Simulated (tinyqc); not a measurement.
Inside a calculation. Method: LCCD on RHF in the sto-6g basis, for BH3, spin multiplicity 1. One step of it, computed by the program tinyqc.

Question. LCCD: starting amplitudes. t_ij^ab = <ij||ab> / (e_i + e_j - e_a - e_b), whose energy is MP2.

orbital energies (hartree): MO1 -7.523489, MO2 -0.675645, MO3 -0.472647, MO4 -0.472643, MO5 0.232532, MO6 0.717103, MO7 0.764059, MO8 0.764083

Two-electron integrals over orbitals (pq|rs), unique and non-zero (hartree):
```
(11|11) 2.898310    (21|11) -0.253160   (21|21) 0.035115    (22|11) 0.607089
(22|21) -0.008739   (22|22) 0.445769    (31|11) 0.000040    (31|21) -4.02e-06
(31|22) 0.000007    (31|31) 0.007756    (32|11) 0.000006    (32|21) 3.48e-06
(32|22) 0.000054    (32|31) 0.013169    (32|32) 0.122123    (33|11) 0.551720
(33|21) -0.003461   (33|22) 0.442995    (33|31) 0.004193    (33|32) 0.063261
(33|33) 0.496775    (41|41) 0.007756    (42|41) 0.013167    (42|42) 0.122082
(43|41) -0.004198   (43|42) -0.063299   (43|43) 0.049128    (44|11) 0.551693
(44|21) -0.003463   (44|22) 0.442938    (44|31) -0.004195   (44|32) -0.063283
(44|33) 0.398622    (44|44) 0.496799    (51|11) -0.015916   (51|21) 0.002015
(51|22) -0.001371   (51|31) -3.97e-07   (51|32) -2.80e-08   (51|33) -0.000669
(51|44) -0.000668   (51|51) 0.022281    (52|11) 0.007818    (52|21) -0.000693
(52|22) -0.001832   (52|31) 8.47e-08    (52|32) -6.67e-08   (52|33) -0.001129
(52|44) -0.001129   (52|51) 0.020961    (52|52) 0.069079    (53|11) -3.06e-06
(53|21) 1.97e-07    (53|22) -6.51e-07   (53|31) 0.000250    (53|32) -0.001392
(53|33) -0.001425   (53|44) 0.001425    (53|51) -3.56e-06   (53|52) -0.000008
(53|53) 0.018238    (54|41) 0.000250    (54|42) -0.001392   (54|43) 0.001426
(54|54) 0.018236    (55|11) 0.742777    (55|21) -0.009485   (55|22) 0.464239
(55|31) 1.35e-06    (55|32) 4.44e-06    (55|33) 0.438106    (55|44) 0.438091
(55|51) 0.002062    (55|52) 0.010257    (55|53) -2.97e-06   (55|55) 0.587423
(61|11) -0.292762   (61|21) 0.041900    (61|22) -0.009434   (61|31) -0.000044
(61|32) -0.000054   (61|33) -0.003502   (61|44) -0.003471   (61|51) 0.001208
(61|52) -0.001822   (61|53) -1.02e-06   (61|55) -0.007697   (61|61) 0.050280
(62|11) 0.222601    (62|21) -0.010422   (62|22) 0.041719    (62|31) -0.000020
(62|32) 1.68e-06    (62|33) 0.022148    (62|44) 0.022012    (62|51) -0.001770
(62|52) -0.000663   (62|53) -0.000007   (62|55) 0.106571    (62|61) -0.010859
(62|62) 0.070734    (63|11) -0.000616   (63|21) 0.000017    (63|22) -0.000154
(63|31) 0.003395    (63|32) -0.042289   (63|33) -0.039817   (63|44) 0.039649
(63|51) 1.11e-08    (63|52) -0.000012   (63|53) 0.001673    (63|55) -0.000295
(63|61) -1.51e-06   (63|62) -0.000324   (63|63) 0.057949    (64|41) 0.003375
(64|42) -0.042578   (64|43) 0.039884    (64|54) 0.001681    (64|64) 0.058290
(65|11) -0.006924   (65|21) -0.000350   (65|22) -0.004279   (65|31) -2.45e-06
(65|32) -0.000017   (65|33) -0.001970   (65|44) -0.001954   (65|51) 0.023743
(65|52) 0.065625    (65|53) -0.000057   (65|55) 0.001395    (65|61) -0.001735
(65|62) -0.006576   (65|63) 0.000011    (65|65) 0.069130    (66|11) 0.643063
(66|21) -0.013134   (66|22) 0.444705    (66|31) -0.000073   (66|32) -0.000609
(66|33) 0.443748    (66|44) 0.444386    (66|51) -0.003770   (66|52) -0.007627
(66|53) 0.000011    (66|55) 0.465913    (66|61) -0.013860   (66|62) 0.030280
(66|63) 0.000165    (66|65) -0.009679   (66|66) 0.464581    (71|41) 0.013616
(71|42) 0.019702    (71|43) -0.005330   (71|54) 0.000492    (71|64) 0.006247
(71|71) 0.024188    (72|41) 0.007578    (72|42) -0.004238   (72|43) 0.025466
(72|54) 0.002522    (72|64) 0.045796    (72|71) 0.012782    (72|72) 0.048819
(73|41) 0.003472    (73|42) 0.052516    (73|43) -0.023718   (73|54) -0.001247
(73|64) -0.029942   (73|71) 0.005622    (73|72) -0.009511   (73|73) 0.036885
(74|11) 0.202549    (74|21) -0.005432   (74|22) 0.045210    (74|31) 0.003474
(74|32) 0.052519    (74|33) 0.053357    (74|44) 0.005959    (74|51) 0.000102
(74|52) 0.004367    (74|53) -0.001247   (74|55) 0.095678    (74|61) -0.005085
(74|62) 0.067092    (74|63) -0.029954   (74|65) -0.001281   (74|66) 0.028362
(74|74) 0.104798    (75|41) 0.000879    (75|42) 0.005857    (75|43) -0.002752
(75|54) 0.016215    (75|64) -0.002068   (75|71) 0.001449    (75|72) 0.000796
(75|73) 0.002514    (75|75) 0.020225    (76|41) 0.013374    (76|42) 0.109162
(76|43) -0.057363   (76|54) -0.001828   (76|64) -0.045225   (76|71) 0.020953
(76|72) -0.009906   (76|73) 0.053559    (76|75) 0.005199    (76|76) 0.111259
(77|11) 0.687952    (77|21) -0.009658   (77|22) 0.461290    (77|31) 0.000869
(77|32) -0.028134   (77|33) 0.428679    (77|44) 0.493942    (77|51) -0.000434
(77|52) 0.001540    (77|53) 0.001600    (77|55) 0.479211    (77|61) -0.009451
(77|62) 0.045140    (77|63) 0.036618    (77|65) -0.000972   (77|66) 0.471385
(77|74) 0.041916    (77|77) 0.532327    (81|11) -0.000835   (81|21) 0.000122
(81|22) -0.000018   (81|31) 0.013616    (81|32) 0.019704    (81|33) 0.005310
(81|44) -0.005334   (81|51) 3.46e-06    (81|52) -0.000005   (81|53) 0.000492
(81|55) -0.000021   (81|61) 0.000077    (81|62) -0.000066   (81|63) 0.006280
(81|65) -0.000009   (81|66) -0.000157   (81|74) 0.005609    (81|77) 0.002531
(81|81) 0.024187    (82|11) 0.000667    (82|21) -0.000029   (82|22) 0.000125
(82|31) 0.007577    (82|32) -0.004269   (82|33) -0.025407   (82|44) 0.025543
(82|51) -4.94e-06   (82|52) -5.41e-07   (82|53) 0.002522    (82|55) 0.000317
(82|61) -0.000068   (82|62) 0.000080    (82|63) 0.045752    (82|65) -0.000020
(82|66) 0.000147    (82|74) -0.009316   (82|77) 0.031564    (82|81) 0.012779
(82|82) 0.048826    (83|11) 0.202531    (83|21) -0.005434   (83|22) 0.045158
(83|31) -0.003466   (83|32) -0.052650   (83|33) 0.005860    (83|44) 0.053468
(83|51) 0.000102    (83|52) 0.004367    (83|53) 0.001249    (83|55) 0.095665
(83|61) -0.005054   (83|62) 0.067046    (83|63) 0.029685    (83|65) -0.001266
(83|66) 0.028958    (83|74) 0.035232    (83|77) 0.064301    (83|81) -0.005625
(83|82) 0.009835    (83|83) 0.104965    (84|41) 0.003484    (84|42) 0.052398
(84|43) -0.023603   (84|54) -0.001242   (84|64) -0.029782   (84|71) 0.005643
(84|72) -0.009373   (84|73) 0.032520    (84|75) 0.002508    (84|76) 0.053432
(84|84) 0.036714    (85|11) -0.000019   (85|21) -8.29e-07   (85|22) -0.000010
(85|31) 0.000879    (85|32) 0.005857    (85|33) 0.002743    (85|44) -0.002756
(85|51) 0.000068    (85|52) 0.000191    (85|53) 0.016214    (85|55) 4.93e-06
(85|61) -0.000009   (85|62) -0.000021   (85|63) -0.002053   (85|65) 0.000140
(85|66) -0.000057   (85|74) 0.002510    (85|77) -0.000852   (85|81) 0.001449
(85|82) 0.000796    (85|83) -0.002523   (85|85) 0.020224    (86|11) -0.000102
(86|21) -0.000008   (86|22) 3.13e-06    (86|31) 0.013379    (86|32) 0.109017
(86|33) 0.057078    (86|44) -0.057194   (86|51) -0.000009   (86|52) -0.000026
(86|53) -0.001818   (86|55) -0.000026   (86|61) -0.000072   (86|62) -0.000020
(86|63) -0.044708   (86|65) -0.000040   (86|66) -0.000637   (86|74) 0.053424
(86|77) -0.029078   (86|81) 0.020966    (86|82) -0.009750   (86|83) -0.053691
(86|85) 0.005194    (86|86) 0.110921    (87|41) 0.000906    (87|42) -0.027824
(87|43) 0.032485    (87|54) 0.001596    (87|64) 0.036717    (87|71) 0.002617
(87|72) 0.031394    (87|73) -0.011003   (87|75) -0.000835   (87|76) -0.028894
(87|84) -0.010894   (87|87) 0.034216    (88|11) 0.687950    (88|21) -0.009658
(88|22) 0.461312    (88|31) -0.000791   (88|32) 0.028767    (88|33) 0.494269
(88|44) 0.428335    (88|51) -0.000434   (88|52) 0.001540    (88|53) -0.001612
(88|55) 0.479214    (88|61) -0.009437   (88|62) 0.045307    (88|63) -0.037199
(88|65) -0.000978   (88|66) 0.471052    (88|74) 0.064519    (88|77) 0.463402
(88|81) -0.002466   (88|82) -0.031350   (88|83) 0.041503    (88|85) 0.000876
(88|86) 0.029574    (88|88) 0.532664
```

Give: Starting amplitudes; correlation energy.

Answer.

Starting amplitudes (spin orbitals 1a, 1b, ...; amplitudes related by a flip of all spins are not repeated; the 24 largest):

| from | to | t |
|---|---|---|
| 3a 3b | 8a 8b | -0.0424 |
| 4a 4b | 7a 7b | -0.0424 |
| 2a 2b | 5a 5b | -0.0380 |
| 2a 4b | 6a 7b | -0.0255 |
| 2a 3b | 6a 8b | -0.0255 |
| 2a 2b | 6a 6b | -0.0254 |
| 4a 4b | 6a 6b | -0.0245 |
| 3a 3b | 6a 6b | -0.0244 |
| 2a 4b | 6b 7a | 0.0174 |
| 2a 3b | 6b 8a | 0.0174 |
| 2a 2b | 8a 8b | -0.0170 |
| 2a 2b | 7a 7b | -0.0170 |
| 3a 3b | 7a 7b | -0.0149 |
| 4a 4b | 8a 8b | -0.0148 |
| 3a 4b | 7b 8a | 0.0142 |
| 3a 4b | 7a 8b | -0.0131 |
| 3a 3b | 5a 5b | -0.0129 |
| 4a 4b | 5a 5b | -0.0129 |
| 3a 4b | 6a 7b | 0.0123 |
| 3a 4b | 6b 7a | -0.0123 |
| 4a 4b | 6a 8b | 0.0123 |
| 3a 3b | 6a 8b | -0.0122 |
| 2a 4a | 6a 7a | -0.0081 |
| 2a 3a | 6a 8a | -0.0081 |

correlation energy = -0.035796 hartree
